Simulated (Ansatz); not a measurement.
# CHAlN (doublet): inputs that go wrong

5 inputs are run for CHAlN (doublet) as typed; the log has to tell whether the result can be used and what must change.

Program: Ansatz 0.2.0, Gaussian basis. Level of theory: the settings change from run to run. These are calculated values, not measurements.

17 further runs of the same task are left out: 4 that didn't finish, 13 set aside as unsound or not needed.

## 1. The geometry

The geometry is a PBE0/def2-TZVP stationary point (not a proven minimum).

4 atoms, charge 0, spin multiplicity 2.

Atoms are counted from 1 here; the program's logs count them from 0.

Bond lengths: Al1–C2 2.161 Å, Al1–N3 2.007 Å, C2–N3 1.217 Å, C2–H4 1.095 Å. Angles: C2–Al1–N3 33.7°, Al1–C2–N3 66.2°, Al1–C2–H4 157.1°, N3–C2–H4 136.7°, Al1–N3–C2 80.1°.

## 2. Attempt 1

in.yaml reads:

```yaml
crystal:
  periodic: [false, false, false]
  atoms:
    - {symbol: Al, position_ang: [0.000000, 0.105264, 1.006952]}
    - {symbol: C, position_ang: [0.000000, 0.485411, -1.119862]}
    - {symbol: N, position_ang: [0.000000, -0.696891, -0.832779]}
    - {symbol: H, position_ang: [0.000000, 1.082252, -2.038110]}
basis:
  gaussian: {orbitals: 6-31G}
magnetization: {spin_polarized: false, initial_magnetization: 1}
correlation: {method: sc_nevpt2, electrons: outside_noble_gas, active_space: {window: {electrons: 1, orbitals: 2}, states: [{multiplicity: 2, weights: [1, 0.5, 0.5]}]}}
output: {forces: true}
```

On the command line:

```console
ansatz run in.yaml --threads 1 --pin off --events-out ev --progress --plain --max-ram 2393MiB
```

Standard output:

```text
Functional definition: HF
  name "HF"
  cite "Fock, Z. Phys. 61, 126 (1930) doi:10.1007/BF01340294"
  parent pbe
  exchange = exact_x
  correlation = 0
746 factors; integrals over basis functions are off by at most 1.7e-7 eV
mean field evaluation 1: about -9104.9530 eV, gradient 2.6e1 eV
mean field evaluation 2: about -9104.9619 eV, gradient 2.6e1 eV
mean field evaluation 4: about -9106.9145 eV, gradient 2.4e0 eV
mean field evaluation 8: about -9106.9640 eV, gradient 2.8e-1 eV
mean field evaluation 16: about -9104.4524 eV, gradient 8.1e0 eV
mean field -9106.96682969 eV, -334.6748580672 hartree, gradient 1.6e-6 eV, S^2 0.750000; 2 other end points of the search recorded, 0 dependent functions left out
reference -9106.96682969 eV, -334.6748580672 hartree; 14, 13 occupied and 19, 20 virtual orbitals, 746 factors
Error: 3 states are sought, and the space of determinants holds 2 states of this symmetry and spin
```

Run time: 0.42 s. Hardware: 1 thread of Arm Neoverse V2, shared host.

**Diagnosis.** The run stopped with an error. It says: «3 states are sought, and the space of determinants holds 2 states of this symmetry and spin». Cure: ask for fewer states or enlarge the space.

## 3. Attempt 2

in.yaml reads:

```yaml
crystal:
  periodic: [false, false, false]
  atoms:
    - {symbol: Al, position_ang: [0.000000, 0.105264, 1.006952]}
    - {symbol: C, position_ang: [0.000000, 0.485411, -1.119862]}
    - {symbol: N, position_ang: [0.000000, -0.696891, -0.832779]}
    - {symbol: H, position_ang: [0.000000, 1.082252, -2.038110]}
basis:
  gaussian: {orbitals: 6-31G}
magnetization: {spin_polarized: false, initial_magnetization: 2}
hamiltonian: {xc: {name: B3LYP}}
correlation: {method: ccsdt_q, electrons: valence}
scf: {lower_state_search: light}
```

The command is unchanged.

Standard output:

```text
Error: a molecule whose nuclei and cores have a total charge of 27 cannot have a net charge of 0 together with 2 unpaired electrons
```

Wall time 0.03 s (1 thread of Arm Neoverse V2, shared host).

What is wrong: The run was refused. The number of unpaired electrons doesn't fit the electron count. Cure: make charge and initial_magnetization agree.

## 4. Attempt 3

in.yaml reads:

```yaml
crystal:
  periodic: [false, false, false]
  atoms:
    - {symbol: Al, position_ang: [0.000000, 0.105264, 1.006952]}
    - {symbol: C, position_ang: [0.000000, 0.485411, -1.119862]}
    - {symbol: N, position_ang: [0.000000, -0.696891, -0.832779]}
    - {symbol: H, position_ang: [0.000000, 1.082252, -2.038110]}
basis:
  gaussian: {orbitals: cc-pVDZ}
magnetization: {spin_polarized: false, initial_magnetization: 1}
correlation: {method: sc_nevpt2, electrons: outside_noble_gas}
```

The command is unchanged.

Standard output:

```text
Error: this correlation method needs an active space: name one as the reference
```

It took 0.03 s on 1 thread of Arm Neoverse V2, shared host.

Diagnosis: The run was refused. This method needs an active space and has none. Cure: add an active_space block.

## 5. Attempt 4

in.yaml reads:

```yaml
crystal:
  periodic: [false, false, false]
  atoms:
    - {symbol: Al, position_ang: [0.000000, 0.105264, 1.006952]}
    - {symbol: C, position_ang: [0.000000, 0.485411, -1.119862]}
    - {symbol: N, position_ang: [0.000000, -0.696891, -0.832779]}
    - {symbol: H, position_ang: [0.000000, 1.082252, -2.038110]}
basis:
  gaussian: {orbitals: cc-pVDZ}
magnetization: {spin_polarized: false, initial_magnetization: 1}
correlation: {method: fic_mrcisd_q, electrons: valence, active_space: {window: {electrons: 3, orbitals: 3}, states: [{multiplicity: 2, irrep: 12, weights: [1]}]}}
scf: {lower_state_search: off}
```

Same command.

Standard output:

```text
Functional definition: HF
  name "HF"
  cite "Fock, Z. Phys. 61, 126 (1930) doi:10.1007/BF01340294"
  parent pbe
  exchange = exact_x
  correlation = 0
these checks for a lower state are left out or cut short: stability, starts, cluster_reference, orbital_swaps, neighbouring_geometries, increment
the irreps are read with x along [0.000, 1.000, 0.000], y along [0.000, 0.000, 1.000] and z along [1.000, 0.000, 0.000] of the geometry given
970 factors; integrals over basis functions are off by at most 2.3e-7 eV
mean field evaluation 1: about -9107.1381 eV, gradient 2.6e1 eV
mean field evaluation 2: about -9107.2625 eV, gradient 2.6e1 eV
mean field evaluation 4: about -9109.2074 eV, gradient 3.1e0 eV
mean field evaluation 8: about -9109.2603 eV, gradient 2.9e-1 eV
mean field evaluation 16: about -9109.2619 eV, gradient 1.6e-6 eV
mean field -9109.26187037 eV, -334.7591992566 hartree, gradient 1.6e-6 eV, S^2 0.750000; 0 other end points of the search recorded, 0 dependent functions left out
reference -9109.26187037 eV, -334.7591992566 hartree; 14, 13 occupied and 37, 38 virtual orbitals, 970 factors
Error: the irrep 12 is not accepted for these orbitals, which take A', A'', or 1 to 2
```

Run time: 0.51 s. Hardware: 1 thread of Arm Neoverse V2, shared host.

Diagnosis: The run stopped with an error. The symmetry label isn't in the molecule's group. Cure: name an irrep that the log lists.

## 6. Attempt 5

in.yaml reads:

```yaml
crystal:
  periodic: [false, false, false]
  atoms:
    - {symbol: Al, position_ang: [0.000000, 0.198917, 1.902837]}
    - {symbol: C, position_ang: [0.000000, 0.917281, -2.116203]}
    - {symbol: N, position_ang: [0.000000, -1.316915, -1.573702]}
    - {symbol: H, position_ang: [0.000000, 2.045132, -3.851416]}
basis:
  gaussian: {orbitals: cc-pVDZ}
magnetization: {spin_polarized: false, initial_magnetization: 1}
hamiltonian: {xc: hf}
output: {orbitals: {seedname: orbitals}}
```

Launched as before.

Standard output, shortened:

```text
Functional definition: HF
  name "HF"
  cite "Fock, Z. Phys. 61, 126 (1930) doi:10.1007/BF01340294"
  parent pbe
[...]
495 factors; integrals over basis functions are off by at most 1.6e-3 eV
[...]
mean field -9094.64711240 eV, -334.2221168074 hartree, gradient 5.3e-6 eV, S^2 0.750000; 10 other end points of the search recorded, 0 dependent functions left out
reference -9094.64711240 eV, -334.2221168074 hartree; 14, 13 occupied and 37, 38 virtual orbitals, 495 factors
Total energy: -9094.64711240 eV, -334.2221168074 hartree
```

It took 3.2 s on 1 thread of Arm Neoverse V2, shared host.

**Diagnosis.** The run converged, which proves nothing about the input. The coordinates are scaled by the bohr-ångström factor. The shortest distance is 2.07 Å, against 1.10 Å in the geometry of step 1. Its energy belongs to another geometry. To mend it, restore the coordinates in ångström.

## 7. How the runs ended

```
attempt                  level                ended                                                                                        cause    time
      1      NEVPT2(1,2)/6-31G  stopped by an error  3 states are sought, and the space of determinants holds 2 states of this symmetry and spin  0.42 s
      2         CCSDT(Q)/6-31G              refused                              the number of unpaired electrons doesn't fit the electron count  0.03 s
      3    'sc_nevpt2'/cc-pVDZ              refused                                               this method needs an active space and has none  0.03 s
      4  MRCISD+Q(3,3)/cc-pVDZ  stopped by an error                                             the symmetry label isn't in the molecule's group  0.51 s
      5             HF/cc-pVDZ            converged                                       the coordinates are scaled by the bohr-ångström factor   3.2 s
```

2 stopped by an error, 2 refused, 1 converged. The input that converges on a wrong geometry or spin is the dangerous one: no error points at it, so geometry and ⟨S²⟩ have to be checked.
